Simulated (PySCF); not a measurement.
O₃S, SMILES O=S(=O)=O, point group D3h.

Level: B3LYP/pcSseg-2 in PySCF (density fitting, grid level 2); geometry and Hessian at that level, cubic constants and property derivatives from steps of ±0.6 along each species' dimensionless normal coordinates, second-order vibrational perturbation theory. The parent has the commonest isotopes.

Equilibrium geometry (Å):

| atom | x | y | z |
| --- | --- | --- | --- |
| O1 | -0.7622 | -1.1980 | -0.0178 |
| S2 | 0.0103 | 0.0048 | -0.0229 |
| O3 | -0.6450 | 1.2750 | -0.0007 |
| O4 | 1.4379 | -0.0626 | -0.0501 |

How much do zero-point and thermal motion change the parent's shieldings?


```tsv
atom	σe (ppm)	anharmonic part, 0 K	harmonic part, 0 K	Δσ at 0 K	Δσ at 200 K	Δσ at 298.15 K
O1	3.98	-7.28	-9.20	-16.48	-17.13	-18.09
S2	40.70	-4.92	-3.77	-8.69	-9.05	-9.51
```

And the bond lengths, in the parent and with ³⁴S at 2?


```tsv
bond	re (Å)	⟨r⟩ at 0 K	between mean positions	⟨r⟩, labelled
O1–S2	1.4295	1.4346	1.4333	1.4346
```

The study (91 SCF points, 151 basis functions) took 7.7 min on 1 thread of Intel Xeon 6975P-C (shared host) (rough), peak memory 0.67 GiB, launched as `OMP_NUM_THREADS=1 python ens_run.py task.json out`.
